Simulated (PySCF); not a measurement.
C₂H₆O, SMILES COC (connectivity only; charge and spin as stated), charge +1, multiplicity 2.

Geometry: ωB97X-D3(BJ)/def2-TZVP. The multiplicity is an assumed one; other spin states were not compared.

Calculation: SMD-M06-2X/def2-SVP in PySCF.

Solvation free energies are E(SMD) − E(gas) at the gas-phase geometry, for 1 M in both phases.

```tsv
solvent	ΔG(solv) (kcal/mol)	its non-electrostatic (CDS) part
water	-66.4	3.6
chlorobenzene	-55.5	0.5
n-hexane	-31.6	0.1
```
